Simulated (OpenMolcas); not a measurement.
**Exact exchange and the electronic atomisation energy of HNO3 (peroxynitrous acid)**

HNO3 has 5 atoms, charge 0, and is taken as a singlet. SMILES: `O=NOO`. Geometry: relaxed at PBE0-D4/def2-TZVP. This is one conformer, not always the lowest.

The electronic atomisation energy y, in eV, basis 6-311+G(d,p); a is the functional's share of exact exchange. Programs: OpenMolcas 26.06.

| functional | program | a | y (eV) |
| --- | --- | --- | --- |
| TPSS | OpenMolcas | 0 | 15.55 |
| BLYP | OpenMolcas | 0 | 16.20 |
| B3LYP | OpenMolcas | 0.2 | ? |
| PBE0 | OpenMolcas | 0.25 | 15.03 |
| BHLYP | OpenMolcas | 0.5 | 12.57 |

Task: Fit y = c + s·a to the known rows and predict B3LYP.

Result: 
1. Means of the 4 rows: a = 0.1875, y = 14.838.
2. Σ(Δa)² = 0.17188, Σ(Δa·Δy) = -1.0856, so the slope is -1.0856/0.17188 = -6.316.
3. Intercept: 14.838 − (-6.316) × 0.1875 = 16.022. The largest residual of the fit is 0.59.
4. B3LYP: 16.022 + (-6.316) × 0.2 = 14.76 eV.

The run gave 15.03 eV, so the prediction is off by -0.27 eV, within the scatter of the fit. The rows mix families of semi-local functionals, which the line can't see.
